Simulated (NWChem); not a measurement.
**Correlation energy of hydrogen peroxide (H₂O₂)**

SMILES: OO
```xyz
4

O     -0.2942     0.6453    -0.0547
O      0.2942    -0.6453    -0.0547
H      0.3673     1.1503     0.4376
H     -0.3673    -1.1503     0.4376
```
Charge 0, spin multiplicity 1.

Program: NWChem. Structure: optimised with PBE0/def2-SVP, a minimum by its harmonic frequencies. It is one conformer; others weren't searched.

Basis set: 6-311G**. Each correlation energy counts from its own Hartree-Fock reference.

The correlated methods keep 2 core orbitals frozen. The Pople sets run with spherical d functions. Coupled-cluster values serve here as a point of comparison, not as the truth.

**Question.** Order these methods by the correlation energy they give, lowest first: CR-CCSD(T), CCSD(T), MP2, CCSD, SCS-MP2.

**Answer.** CCSD(T) (-435.7 mHa), CR-CCSD(T) (-433.5 mHa), CCSD (-423.5 mHa), MP2 (-412.6 mHa), SCS-MP2 (-404.1 mHa)
